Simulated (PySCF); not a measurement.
## Quadrupolar nuclei of ethylenediamine in NMR

Ethylenediamine, C2H8N2.
Geometry (PBE0-D3(BJ)/def2-SVP, Å), atoms numbered from 1 in this order:
```
atom  x, y, z in Å
N1     1.0403   -0.9320    0.7834
C2     0.6394    0.4531    0.6106
C3    -0.7746    0.5287    0.0565
N4    -0.8775   -0.2362   -1.1739
H5     1.9041   -0.9898    1.3172
H6     1.2523   -1.3293   -0.1307
H7     0.6588    0.9529    1.5932
H8     1.3090    1.0318   -0.0602
H9    -1.4793    0.1976    0.8482
H10   -1.0101    1.5837   -0.1611
H11   -1.7524   -0.0322   -1.6504
H12   -0.9100   -1.2283   -0.9445
```

Computed at PBE0/pcSseg-1 (PySCF, non-relativistic):

| atom | environment | nucleus | spin I | Q (b) | CQ = χzz (MHz) | η |
| --- | --- | --- | --- | --- | --- | --- |
| N1 | primary amine nitrogen | 14N | 1 | 0.02044 | -5.367 | 0.123 |

Task: Recover the principal values of the field gradient from CQ = 234.96 MHz × Q × Vzz, η = (Vxx − Vyy)/Vzz and a zero trace.

Result: Vxx = −Vzz(1 − η)/2 and Vyy = −Vzz(1 + η)/2, in au:

| atom | Vxx (au) | Vyy (au) | Vzz (au) | Vzz (10²¹ V/m²) |
| --- | --- | --- | --- | --- |
| N1 | 0.490 | 0.627 | -1.118 | -10.86 |

Task: At 21.15 T, set νQ = 3|CQ|/[2I(2I − 1)] beside the Larmor frequency (|g| × 7.62259 MHz/T × B; g(14N) = 0.40376), and give PQ = |CQ|√(1 + η²/3).

Result: 
```tsv
atom	PQ (MHz)	νQ (MHz)	ν0 (MHz)	νQ/ν0
N1	5.381	8.051	65.09	0.124
```

For N1: PQ = 5.367 × 1.0025, νQ = 5.367 × 1.5000, ν0 = 3.0777 MHz/T × 21.15 T.

Task: A static spin 1 shows, to first order, a doublet split by νQ with the field along z of the gradient, and by (3/4)|CQ|(1 + η) and (3/4)|CQ|(1 − η) along y and x. Give the last two for 14N.

Result: N1: 4.519 and 3.532 MHz.

Task: Quadrupolar 1/T1 and linewidth for τc = 3 ps (extreme narrowing, isotropic tumbling)?

Result: Rate = (3π²/10) PQ² τc (2I + 3)/[I²(2I − 1)], the same for T1 and T2; width = rate/π.

```tsv
site	spin factor (2I + 3)/[I²(2I − 1)]	1/T1 (s⁻¹)	T1 (ms)	linewidth (Hz)
14N at N1	5.000	1290	0.778	409
```

The couplings are those of the rigid, isolated species; surroundings and motion change them. With a basis this small, the couplings can be 20 % off.

These values come from a run that also computed NMR shieldings. Hardware: one thread of an Arm Neoverse V2, no GPU, shared host. Cost: 6.4 s wall.

One conformer stands for the species.
